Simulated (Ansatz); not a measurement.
System: bcc Rb. Method: r²SCAN in Ansatz (plane waves, PAW).

A relaxed, unreconstructed slab of the (111) face has 12 atoms, two equal faces of 57.104 Å² each and an energy of -39335.1638 eV. A bulk cell of 3 atoms with the same orientation and in-plane k mesh has -9833.9917 eV. Energies are extrapolated to zero smearing.

Run with plane-wave cutoff 500 eV, 12×12×1 k mesh (along the axes of the cell as run), Fermi–Dirac smearing 0.1 eV, scalar-relativistic PAW data made under PBE.

Worked out: γ = (E_slab − N E_bulk per atom)/2A = [-39335.1638 − 12 × (-9833.9917/3)]/(2 × 57.104) = 0.0070 eV/Å². With 16.022 J/m² per eV/Å² this is 0.11 J/m², or 0.40 eV per surface cell and face.

Ansatz is a first-principles code.
